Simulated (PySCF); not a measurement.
Species: C₅H₁₂P (charge +1).
Numbering: `[CH3:1][CH2:2][C@@H:3]1[CH2:4][P@H+:5]1[CH3:6]`

NICS is the negative of the GIAO shielding at a point without a nucleus: at the ring centre (0) and 1 Å above and below it (1); zz is the component along the ring normal. Level: GIAO PBE0/pcSseg-1 (PySCF, non-relativistic, gas phase) on the GFN2-xTB geometry, one conformer.

Ring bond lengths (Å), with Mayer bond orders in brackets: C3–C4 1.536 (0.88), C4–P5 1.799 (0.99), P5–C3 1.813 (0.93).

Problem. Give the NICS values of each ring in ppm.

Solution. 
| ring | type | NICS(0) | NICS(1), two faces | NICS(1)zz, two faces | rms pucker (Å) | centre to ring atoms, mean (Å) |
| --- | --- | --- | --- | --- | --- | --- |
| C3–C4–P5 | 3-membered ring with P; formal bonds all single | -33.3 | -8.5 / -8.3 | -18.2 / -17.4 | 0.00 | 0.99 |

Problem. What do they say, and how far can they be read as aromaticity?

Solution. 
- C3–C4–P5: mean NICS(1)zz -17.8 ppm, shielded. C3, C4, P5 have four or more neighbours, and the NICS criterion for π rings isn't applied. NICS(0) lies 25 ppm below the mean NICS(1).

Problem. How shielded are the nuclei of the rings and their hydrogens (means over atoms taken as equivalent)?

Solution. 
```tsv
atoms	environment	σ isotropic (ppm)	principal values of the symmetric part, first atom (ppm)
C3	sp3 carbon bound to phosphorus	147.3	96.4, 157.8, 187.7
C4	sp3 carbon bound to phosphorus	171.6	144.1, 168.3, 202.2
P5	phosphonium phosphorus	481.6	309.9, 371.3, 763.7
H on C3	methine hydrogen	28.65	23.5, 27.1, 35.4
H on C4	methylene hydrogen	29.39	24.0, 25.9, 38.3
H on C4	methylene hydrogen	29.24	24.0, 25.0, 38.8
H on P5	P–H hydrogen	27.86	21.4, 24.8, 37.4
```

Shape of the structure used: `[CH3:1][CH2:2][C@@H:3]1[CH2:4][P@H+:5]1[CH3:6]`: C1–C2–C3–C4 154°.
